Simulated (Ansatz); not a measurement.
Cartesian coordinates in Å:
```
C 1.168 -1.996 0.623
C 0.643 -0.614 0.904
O -0.114 -0.187 -0.217
C -0.570 1.101 -0.137
C -1.188 1.498 -1.445
F -1.534 1.199 0.865
H 1.805 -1.997 -0.264
H 1.755 -2.356 1.471
H 0.345 -2.692 0.455
H 1.468 0.093 1.073
H 0.011 -0.609 1.798
H 0.235 1.783 0.176
H -1.986 0.796 -1.696
H -0.436 1.477 -2.234
H -1.603 2.503 -1.372
```

Total charge 0; spin multiplicity 1.

(1) List the PBE0/def2-TZVPP orbital energies in eV (the Gaussian-basis code of Ansatz). (Estimate.)

## Answers

(1) Ansatz gave: Occupied: -673.38, -523.14, -281.44, -279.52, -278.02, -277.97, -33.36, -29.53, -22.10, -20.67, -17.77, -17.21, -14.89, -14.73, -13.47, -12.98, -11.78, -11.50, -11.18, -10.84, -10.52, -10.42, -9.83, -9.09, -8.19. Lowest empty: 1.39, 1.83, 2.18, 2.76, 3.17, 3.19, 3.31, 3.55.
